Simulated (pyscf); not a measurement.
`[OH][Ta]([Cl])([Cl])([Cl])[Cl]` + `[H]` [doublet] → `[O][Ta]([Cl])([Cl])([Cl])[Cl]` [doublet] + `[H][H]`, a hydrogen abstraction (doublet surface; H–O broken, H–H formed). PySCF, gas phase, ωB97X-D3(BJ)/def2-SVP geometries. Energies in kJ/mol from the separated reactants.

AM1 to PM7: differences of heats of formation from MOPAC, which are fitted to 298 K values and so differ in kind from electronic energies by zero-point and thermal terms. Open shells are spin-unrestricted. 

In single points PM7 puts the saddle at -53.9 kJ/mol and the reaction energy at -100.3 kJ/mol. Should these be trusted to within a few kcal/mol? Compare with ωB97M-D3(BJ)/def2-TZVP.

ωB97M-D3(BJ)/def2-TZVP gives ΔE‡ = 76.3 kJ/mol and ΔE = +30.3 kJ/mol. PM7 lies 130.3 kJ/mol under it in the barrier and 130.6 kJ/mol under it in the reaction energy, so on this step it does not hold to within 12.6 kJ/mol. At PM7 this geometry lies under one side, so its ΔE‡ may be no barrier of that level. ωB97M-D3(BJ)/def2-TZVP has limits of its own. One saddle was located; it need not be the lowest between these sides. The angle at the transferred H is 164°. Open-shell species with a d-block atom are single-reference here; other states, and whether the spin sits on metal or ligand, were not checked. In the def2 sets elements past Kr carry core potentials, without spin-orbit coupling.
